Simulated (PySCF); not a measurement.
CH3O, charge -1, multiplicity 1.

```xyz
5

C      0.0000     0.0000     0.5430
O      0.0000     0.0000    -0.7943
H      0.8876    -0.5125     1.0321
H      0.0000     1.0249     1.0321
H     -0.8876    -0.5125     1.0321
```
Charge -1, spin multiplicity 1.

The structure is a stationary point at B3LYP-D3(BJ)/def2-TZVPD. The multiplicity is an assumed one; other spin states were not compared. The isomer is the one that the SMILES or the coordinates give; other isomers of the formula were not compared.

The numbers are results of PySCF with PBE/pcSseg-2, not measurements. Non-relativistic, no solvent.

Give the absolute GIAO shielding of each atom: isotropic value and principal components (ppm). (An estimate is asked for; the answer gives what the named calculation found.)


```tsv
atom	σ(iso)	σ11	σ22	σ33	span
C1	101.6	60.3	60.3	184.4	124.1
O2	256.8	160.1	305.1	305.1	145.0
H3	24.0	19.6	20.9	31.4	11.8
H4	24.0	19.6	20.9	31.4	11.8
H5	24.0	19.6	20.9	31.4	11.8
```
